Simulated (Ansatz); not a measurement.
Reaction (formal exchange of groups at a C–C bond): `NC(S)CS` + CH₄ → `CC(N)S` + CH₃SH

Isolated molecules relaxed with PBE0-D4/def2-TZVP in Ansatz; ΔE leaves out vibrations. CCSD(T)/CBS adds triple-zeta CCSD(T) − MP2 to the extrapolated MP2 energy (def2 sets, frozen cores). This one scheme is used for every species. Functionals use def2-TZVPP. B3LYP here is the variant with VWN-RPA as its local correlation; programs differ in this. Each species was taken in one conformer, which may not be the lowest.

```json
{"level": "B3LYP-D4", "ΔE (eV)": "0.14"}
{"level": "MP2/CBS(def2)", "ΔE (eV)": "0.18"}
```

Problem. What does CCSD(T)/CBS give? (An estimate is asked.)

Solution. The calculation gave: +0.14 eV. The listed levels differ from it by 0.00, 0.04 eV.

Largest T1 diagnostic among the species: 0.011.

Leaving LDA and LC-ωPBE aside and taking each functional with its dispersion term where it has one, the values, not all of them listed here, spread over 0.07 eV, from B2PLYP to revPBE-D4. LDA lies +0.09 eV from PBE without D4. At CCSD(T), def2-SVP lies +0.04 eV from the extrapolated value and def2-TZVPP −0.01 eV. In def2-TZVPP, CCSD(T) changes the Hartree–Fock value by +0.15 eV (the triples alone add +0.03 eV) and MP2 by +0.19 eV.
